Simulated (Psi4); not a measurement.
# C3H6O2 (methyl acetate) at 5 levels

Aim: a comparison of 5 runs (HF/STO-3G, HF/3-21G, B3LYP/6-31G*, HSE06/6-31G*, TPSSh/6-31G*) of C3H6O2 (methyl acetate). 

The calculation is run with Psi4 1.11.

1 further run of the same task is left out (set aside as unsound or not needed).

## Step 1: Starting point

C3H6O2: 11 atoms, total charge 0, spin state singlet. As SMILES, `COC(C)=O`. The C1–H6 distance was set to 1.964 Å, away from the relaxed value. At this shape a bond of the SMILES string is far longer than usual.

Bond lengths: C1–O2 1.423 Å, O2–C3 1.341 Å, C3–C4 1.498 Å, C3–O5 1.201 Å, C1–H7 1.091 Å, C1–H8 1.088 Å, C4–H9 1.092 Å, C4–H10 1.087 Å, C4–H11 1.092 Å. Some angles: C1–O2–C3 115.2°, O2–C3–C4 111.1°, O2–C3–O5 123.3°, C4–C3–O5 125.6°, O2–C1–H7 110.7°, O2–C1–H8 105.9°, C3–C4–H9 109.9°, C3–C4–H10 109.5°, C3–C4–H11 109.9°, H7–C1–H8 110.5°.

## Step 2: Energy and gradient at HF/STO-3G (run 1)

Contents of c3h6o2.inp:

```
memory 1600 MB

molecule geom {
  0 1
  C     -1.866123     0.414695     0.066136
  O     -1.070223    -0.747705    -0.138064
  C      0.099877    -0.537205    -0.758964
  C      0.859277    -1.817305    -0.923864
  O      0.466977     0.546495    -1.124164
  H     -0.908700     1.724200     1.172600
  H     -2.118523     0.880595    -0.887464
  H     -2.766223     0.073995     0.573036
  H      1.051477    -2.263305     0.053736
  H      1.798077    -1.619605    -1.434564
  H      0.264277    -2.531805    -1.495664
  symmetry c1
  no_reorient
  no_com
}

set basis STO-3G
set puream true
set e_convergence 1e-09
set d_convergence 1e-08
set scf_type pk

energy_value, wavefunction = gradient("hf", return_wfn=True)
oeprop(wavefunction, "MAYER_INDICES", "MULLIKEN_CHARGES", "DIPOLE")
```

Started as:

```sh
$ psi4 -i c3h6o2.inp -o c3h6o2.out -n 1
```

c3h6o2.out:

```text
[...]
  Running in c1 symmetry.
[...]
  Nuclear repulsion =  180.049590102337106
[...]
  Multiplicity = 1
[...]
  Nalpha       = 20
  Nbeta        = 20
[...]
    Number of basis functions: 31
[...]
   @RHF iter   1:  -262.97554082780596   -3.36126e+00   1.69093e-02 DIIS/ADIIS
[...]
   @RHF iter  14:  -263.17422919495914   -2.84217e-13   1.99200e-09 DIIS
[...]
  @RHF Final Energy:  -263.17422919495914
   => Energetics <=
    Nuclear Repulsion Energy =            180.0495901023371061
    One-Electron Energy =                -718.4031837419099702
    Two-Electron Energy =                 275.1793644446137250
    Total Energy =                       -263.1742291949591390
[...]
  -Total Gradient:
     Atom            X                  Y                   Z
    ------   -----------------  -----------------  -----------------
       1       -0.072313125726    -0.060699975225    -0.062356292839
       2        0.055920392787    -0.002784396575    -0.037760457292
       3       -0.026529092991    -0.005285191980     0.015358221729
       4       -0.012377287727     0.033020617443     0.000549260018
       5       -0.011675517682    -0.036096519822     0.012026816913
       6        0.069650933725     0.093973930645     0.079551325525
       7       -0.002993014361    -0.013639483889     0.001086171589
       8        0.004373526478    -0.005681072409    -0.011092415223
       9       -0.001557504808    -0.002214208375     0.004269661272
      10        0.001582199108     0.002390095564    -0.001156433343
      11       -0.004081508803    -0.002983795376    -0.000475858350
[...]
 Multipole Moments:
 ------------------------------------------------------------------------------------
     Multipole            Electronic (a.u.)      Nuclear  (a.u.)        Total (a.u.)
 ------------------------------------------------------------------------------------
 L = 1.  Multiply by 2.5417464519 to convert [e a0] to [Debye]
 Dipole X            :         24.2202763          -24.4670344           -0.2467581
 Dipole Y            :         31.6138885          -32.0960439           -0.4821554
 Dipole Z            :         41.2308077          -41.2268245            0.0039832
 Magnitude           :                                                    0.5416450
[...]
```

Run time: 2.4 s. Hardware: 1 thread of Intel Xeon Platinum 8488C (Sapphire Rapids), shared host; peak memory 0.18 GiB.

## Step 3: A single-point energy at HF/3-21G (run 2)

Contents of c3h6o2.dat:

```
memory 1600 MB

molecule mol {
  0 1
  C     -1.866123     0.414695     0.066136
  O     -1.070223    -0.747705    -0.138064
  C      0.099877    -0.537205    -0.758964
  C      0.859277    -1.817305    -0.923864
  O      0.466977     0.546495    -1.124164
  H     -0.908700     1.724200     1.172600
  H     -2.118523     0.880595    -0.887464
  H     -2.766223     0.073995     0.573036
  H      1.051477    -2.263305     0.053736
  H      1.798077    -1.619605    -1.434564
  H      0.264277    -2.531805    -1.495664
  symmetry c1
  no_reorient
  no_com
}

set globals {
  reference     rhf
  puream        true
  e_convergence 1e-09
  d_convergence 1e-08
  scf_type      pk
}

e, wfn = energy("scf/3-21G", return_wfn=True)
oeprop(wfn, "MULLIKEN_CHARGES", "MAYER_INDICES", "DIPOLE", title="SCF")
```

Started as:

```sh
$ psi4 -i c3h6o2.dat -o c3h6o2.out -n 1
```

c3h6o2.out:

```text
[...]
  Running in c1 symmetry.
[...]
  Nuclear repulsion =  180.049590102337106
[...]
  Multiplicity = 1
[...]
  Nalpha       = 20
  Nbeta        = 20
[...]
    Number of basis functions: 57
[...]
   @RHF iter   1:  -265.07267559050342   -1.05871e+00   8.71938e-03 ADIIS/DIIS
[...]
   @RHF iter  13:  -265.19924747057246   -5.91172e-12   9.47045e-09 DIIS
[...]
    Orbital Energies [Eh]
    ---------------------
    Doubly Occupied:
       1A    -20.524511     2A    -20.455705     3A    -11.337108
       4A    -11.296720     5A    -11.186181     6A     -1.487830
       7A     -1.380518     8A     -1.041640     9A     -0.941413
      10A     -0.766495    11A     -0.704419    12A     -0.677681
      13A     -0.667956    14A     -0.600632    15A     -0.574210
      16A     -0.563258    17A     -0.529057    18A     -0.474829
      19A     -0.444745    20A     -0.369967
[...]
  @RHF Final Energy:  -265.19924747057246
   => Energetics <=
    Nuclear Repulsion Energy =            180.0495901023371061
    One-Electron Energy =                -718.4479289294042701
    Two-Electron Energy =                 273.1990913564947050
    Total Energy =                       -265.1992474705724590
[...]
 Multipole Moments:
 ------------------------------------------------------------------------------------
     Multipole            Electronic (a.u.)      Nuclear  (a.u.)        Total (a.u.)
 ------------------------------------------------------------------------------------
 L = 1.  Multiply by 2.5417464519 to convert [e a0] to [Debye]
 Dipole X            :         23.9999425          -24.4670344           -0.4670919
 Dipole Y            :         31.2880242          -32.0960439           -0.8080198
 Dipole Z            :         41.2008579          -41.2268245           -0.0259666
 Magnitude           :                                                    0.9336729
[...]
  Mulliken Charges: (a.u.)
   Center  Symbol    Alpha    Beta     Spin     Total
       1     C     3.04742  3.04742  0.00000 -0.09484
       2     O     4.34820  4.34820  0.00000 -0.69639
       3     C     2.56725  2.56725  0.00000  0.86551
       4     C     3.33597  3.33597  0.00000 -0.67194
       5     O     4.29486  4.29486  0.00000 -0.58971
       6     H     0.51512  0.51512  0.00000 -0.03024
       7     H     0.38189  0.38189  0.00000  0.23623
       8     H     0.38359  0.38359  0.00000  0.23282
       9     H     0.37392  0.37392  0.00000  0.25217
      10     H     0.37552  0.37552  0.00000  0.24895
      11     H     0.37627  0.37627  0.00000  0.24746
[...]
```

Wall time 2 s (1 thread of Intel Xeon Platinum 8488C (Sapphire Rapids), shared host); peak memory 0.2 GiB.

Runs 3 to 4 aren't shown in full; the table further down has their settings and results.

## Step 4: A single-point energy at TPSSh/6-31G(d) (spherical functions) (run 5)

Edit c3h6o2.inp of step 2 so:

```diff
@@ -1,4 +1,4 @@
-memory 1600 MB
+memory 1600 mb
 
-molecule geom {
+molecule mol {
   0 1
@@ -15,8 +15,6 @@
   H      0.264277    -2.531805    -1.495664
+  units angstrom
   symmetry c1
-  no_reorient
-  no_com
 }
 
-set basis STO-3G
 set puream true
@@ -25,4 +23,5 @@
 set scf_type pk
+set dft_radial_points 99
+set dft_spherical_points 590
 
-energy_value, wavefunction = gradient("hf", return_wfn=True)
-oeprop(wavefunction, "MAYER_INDICES", "MULLIKEN_CHARGES", "DIPOLE")
+e_tot = energy('tpssh/6-31G*')
```

Started as:

```sh
$ psi4 c3h6o2.inp c3h6o2.out -n 1
```

c3h6o2.out:

```text
[...]
  Running in c1 symmetry.
[...]
  Nuclear repulsion =  180.049590102337106
[...]
  Multiplicity = 1
[...]
  Nalpha       = 20
  Nbeta        = 20
[...]
    Number of basis functions: 82
[...]
   @RKS iter   1:  -267.93296743418870   -3.41600e-01   9.92337e-03 ADIIS/DIIS
[...]
   @RKS iter  13:  -268.26935696055790   -1.70530e-13   3.95673e-09 DIIS
[...]
    Orbital Energies [Eh]
    ---------------------
    Doubly Occupied:
       1A    -19.132307     2A    -19.059839     3A    -10.247764
       4A    -10.221979     5A    -10.130539     6A     -1.093380
       7A     -0.998129     8A     -0.753910     9A     -0.680299
      10A     -0.544071    11A     -0.484740    12A     -0.463542
      13A     -0.459481    14A     -0.411575    15A     -0.394250
      16A     -0.386164    17A     -0.351811    18A     -0.315370
      19A     -0.260423    20A     -0.250734
[...]
  @RKS Final Energy:  -268.26935696055790
   => Energetics <=
    Nuclear Repulsion Energy =            180.0495901023371061
    One-Electron Energy =                -721.2995386791510555
    Two-Electron Energy =                 305.1632847981322811
    DFT Exchange-Correlation Energy =     -32.1826931818762390
    Empirical Dispersion Energy =           0.0000000000000000
    VV10 Nonlocal Energy =                  0.0000000000000000
    Total Energy =                       -268.2693569605579000
[...]
 Multipole Moments:
 ------------------------------------------------------------------------------------
     Multipole            Electronic (a.u.)      Nuclear  (a.u.)        Total (a.u.)
 ------------------------------------------------------------------------------------
 L = 1.  Multiply by 2.5417464519 to convert [e a0] to [Debye]
 Dipole X            :          0.3001021           -0.7468470           -0.4467449
 Dipole Y            :          0.3562202           -1.2003062           -0.8440860
 Dipole Z            :         -1.3085439            1.2695093           -0.0390346
 Magnitude           :                                                    0.9558169
[...]
```

Run time: 59 s. Hardware: 1 thread of Intel Xeon Platinum 8488C (Sapphire Rapids), shared host; peak memory 1.1 GiB.

## Step 5: Overview of the runs

| run | level | task | properties | energy (Eh) | dipole moment (D) | HOMO energy (eV) | LUMO energy (eV) | wall time |
| --- | --- | --- | --- | --- | --- | --- | --- | --- |
| 1 | HF/STO-3G | gradient | (mayer, mulliken, dipole) | -263.174229 | 1.38 | -7.69 | 5.49 | 2.4 s |
| 2 | HF/3-21G | energy | (mulliken, mayer, dipole) | -265.199247 | 2.37 | -10.07 | 2.49 | 2 s |
| 3 | B3LYP/6-31G* (spherical functions) | energy | (mulliken, mayer, wiberg) | -268.259807 | 2.41 | -7.29 | -1.74 | 23 s |
| 4 | HSE06/6-31G* (spherical functions) | energy | – | -267.976777 | 2.37 | -7.13 | -1.87 | 58 s |
| 5 | TPSSh/6-31G* (spherical functions) | energy | – | -268.269357 | 2.43 | -6.82 | -1.97 | 59 s |

## Step 6: Results

| quantity | value |
| --- | --- |
| run 5: total energy | -268.26936 Eh |
| run 5: dipole moment | 2.43 D |
| run 5: HOMO energy | -6.82 eV |
| run 5: LUMO energy | -1.97 eV |
| run 5: HOMO–LUMO gap | 4.85 eV |

What this shows: The dipole moment (its size) runs from 1.38 D (HF/STO-3G) to 2.43 D (TPSSh/6-31G*). The two ends differ in method and basis. The HOMO–LUMO gap runs from 4.85 eV (TPSSh/6-31G*) to 13.18 eV (HF/STO-3G). Totals of different functionals can't be ranked against each other. In run 1 the basis is minimal, so the values are rough. In runs 1, 2, 3, 4, 5 a closed-shell determinant meets a far-stretched bond, which it describes badly. All runs together took 2.4 min, the longest 59 s.
